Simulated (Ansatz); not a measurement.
# C₂H₄B+: one structure at several levels

The task here is to estimate one member of a computed series from the others.

Method: single points in def2-TZVPP; program: Ansatz 0.2.0, Gaussian basis.

Cores are frozen in the correlated methods.

### Where the work starts

7 atoms, charge 1, spin multiplicity 1.

Atoms are counted from 1 here; the program's logs count them from 0.

Bond lengths: C1–B2 1.461 Å, C1–H4 1.096 Å, B2–C3 1.439 Å, C3–H5 1.109 Å, C3–H6 1.078 Å, C3–H7 1.098 Å. Angles: B2–C1–H4 176.7°, C1–B2–C3 177.9°, B2–C3–H5 101.4°, B2–C3–H6 113.4°, B2–C3–H7 114.1°, H5–C3–H6 102.9°, H5–C3–H7 102.6°, H6–C3–H7 119.2°.

Geometry (Å):

```xyz
7
C2H4B
C    -1.4102   -1.2157   -0.3691
B    -0.3017   -0.3081   -0.0804
C     0.7556    0.6197    0.2232
H    -2.2095   -1.9165   -0.6364
H     0.4275    1.5183   -0.3372
H     0.7477    0.9588    1.2469
H     1.7154    0.3776   -0.2531
```

Set-up of the first run:

Contents of run/in.yaml:

```yaml
crystal:
  periodic: [false, false, false]
  atoms:
    - {symbol: C, position_ang: [-1.410249, -1.215669, -0.369098]}
    - {symbol: B, position_ang: [-0.301710, -0.308083, -0.080448]}
    - {symbol: C, position_ang: [0.755634, 0.619734, 0.223212]}
    - {symbol: H, position_ang: [-2.209469, -1.916541, -0.636406]}
    - {symbol: H, position_ang: [0.427467, 1.518288, -0.337197]}
    - {symbol: H, position_ang: [0.747735, 0.958838, 1.246917]}
    - {symbol: H, position_ang: [1.715364, 0.377588, -0.253074]}
basis:
  gaussian: {orbitals: def2-TZVPP}
total_charge: 1
hamiltonian: {xc: pbe, dispersion: d4}
output: {forces: true}
```

The run is started by

```sh
$ ansatz run in.yaml --threads 2 --pin off --events-out ev --progress --plain --max-ram 3481MiB
```

Among the steps run: PBE-D4/def2-TZVPP; r2SCAN-D4/def2-TZVPP; PBE0-D4/def2-TZVPP; wB97M-V/def2-TZVPP; CCSD(T)/def2-TZVPP.

One table of the session follows, with a row left open; its other results are not shown here.

| method | RMS force component (eV/Å) | angle to CCSD(T) forces (°) |
| --- | --- | --- |
| PBE-D4 | ? | ? |
| r2SCAN-D4 | 0.643 | 15.6 |
| PBE0-D4 | 0.668 | 13.7 |
| wB97M-V | 0.684 | 9.4 |
| CCSD(T) | 0.736 | reference |

**Question.** Estimate the row for PBE-D4.

**Answer.** RMS force component (eV/Å): 0.662; angle to CCSD(T) forces (°): 23.4. In the column «RMS force component (eV/Å)» it lies between r2SCAN-D4 (0.643) and PBE0-D4 (0.668).

Limits of these values: The reference is not at the basis limit: in triple zeta CCSD(T) underbinds, which counts against methods that bind more; the gaps are no ranking.
